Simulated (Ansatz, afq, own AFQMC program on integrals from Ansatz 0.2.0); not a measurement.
Integrals from Ansatz 0.2.0, then the random walk in our own AFQMC program (afq).

```yaml
crystal:
  periodic: [false, false, false]
  atoms:
    - {symbol: P, position_ang: [0.000000, 0.000000, 0.000000]}
basis:
  gaussian: {orbitals: cc-pVTZ}
magnetization: {spin_polarized: true, initial_magnetization: 3}
correlation: {method: ccsd_t, electrons: outside_noble_gas, hamiltonian_folder: ham}
```

```sh
$ ansatz run in.yaml --threads 1 --pin off --events-out ev --progress --plain --max-ram 16896MiB --backend cuda --devices 0, --max-vram 18GiB
```

Options of the walk:

```
--method phaseless --trial hf --walkers 4000 --populations 20 --least-time 40 --time-step 0.005 --steps-per-block 20 --equilibration-blocks 112 --max-blocks 4000 --target-error 0.00042 --factor-cut 1e-05 --start spin_pure --seed 450 --taylor-order 6
```

Times are imaginary, in 1/Eh. The walk had a cap of 49 s. With eight or more populations the least sampling time is a fifth of least-time, and the error comes from their spread.

```
orbitals 29  electrons 4 1  factors 184 of 192
reference energy -340.71630589 Eh
CCSD correlation -0.10093130 Eh in 8 cycles, weight of the determinant in the CISD state 0.9373
energy of the start -340.716307 Eh
 block  time / (1/Eh)  mean weight  energy / Eh
     1     0.100  1.0001  -340.733412
     2     0.200  1.0004  -340.746922
     3     0.300  1.0006  -340.757683
     4     0.400  1.0006  -340.767083
     5     0.500  1.0006  -340.774635
    10     1.000  1.0002  -340.798546
    55     5.500  0.9998  -340.820472
    64     6.400  1.0002  -340.823963
   100    10.000  1.0000  -340.822818
   145    14.500  0.9998  -340.821579
   181    18.100  1.0002  -340.818937
   190    19.000  0.9999  -340.820641
   235    23.500  1.0000  -340.821076
   280    28.000  1.0000  -340.820829
   325    32.500  0.9999  -340.821012
   370    37.000  1.0000  -340.822355
   379    37.900  1.0003  -340.822167
error from the spread of 20 populations
energy -340.821179 +/- 0.000420 Eh
(rows thinned)
```

Task: Estimate how long the walk took on 1 × NVIDIA H100 80GB HBM3 with 2 threads of AMD EPYC 7R13 Processor (Zen 3), on a shared host (the card was shared).

Result: 25 s of wall time.

The run passed its tests (sampling time, drift between the halves within three errors, error under three times the target), which doesn't prove that it has relaxed.

Against this walk (error 11.4 meV) on the same determinant: CCSD(T) 4.3 meV higher (within the noise), CCSDT(Q) 19.6 meV lower (within the noise), CCSDTQ 20.2 meV lower (within the noise), full CI 20.2 meV lower (within the noise), a separate phaseless walk with a CISD trial and standard settings 16.6 ± 11.5 meV lower (within the noise). The error is statistical and leaves out the bias of the constraint.

Cautions: constraint bias not in the error.

CCSDT and higher add their correlation energy to the determinant of the CCSD(T) run, since their own runs factorise the integrals more tightly (a shift of under 2 meV). A walk keeps the symmetry of its determinant, which the program's search chose and which needn't be the lowest solution, so a lower state of the same spin and another symmetry isn't excluded.
